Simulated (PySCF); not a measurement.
Gas-phase reaction: 2 SiH4 + H2CSiH2 + 2 CH3 ⇌ 3 CH3SiH3

Method: PySCF energies plus ideal-gas RRHO corrections (1 bar). † marks an energy on the PBE0/def2-TZVP geometry and frequencies; other levels use their own. CCSD(T) freezes the core. 6-31G* has spherical d functions here. Open shells (unrestricted): CH3 (multiplicity 2); the rest are closed-shell singlets. H2CSiH2: computed as isolated molecules; such fragments, hydroxides, amides, oligomers or adducts are transient or little studied in the gas. CCSD(T) isn't extrapolated to the basis-set limit; its ΔH°(298 K) is -598.7 kJ in def2-SVP and -615.3 kJ in def2-TZVPP. The harmonic model lacks anharmonicity and excited electronic states, which grow with temperature; levels with a mode under 35 cm⁻¹ are left out. Internal rotation in CH3SiH3 is treated as a harmonic vibration of one conformer, which makes the entropy rough.

| level | ΔE electronic, kJ | ΔH°(298 K), kJ | ΔS°(298 K), J/K | ΔG°(2500 K), kJ |
|---|---|---|---|---|
| BLYP/def2-TZVP† | -604 | -563 | -277 | 111 |
| CCSD(T)/def2-SVP† | -640 | -599 | -277 | 75 |
| HF/6-31G* | -555 | -509 | -284 | 196 |
| PBE/def2-SVP | -673 | -632 | -280 | 47 |
| PBE0/def2-SVP† | -683 | -642 | -277 | 32 |
| r2SCAN/def2-TZVP† | -643 | -602 | -277 | 72 |
| LDA/def2-TZVP† | -766 | -725 | -277 | -52 |
| ωB97M-V/def2-TZVP† | -682 | -641 | -277 | 33 |
| ωB97X-V/def2-TZVP† | -692 | -651 | -277 | 23 |
ΔH° is lowest at LDA/def2-TZVP† and highest at HF/6-31G*. No reference value is set beside these.
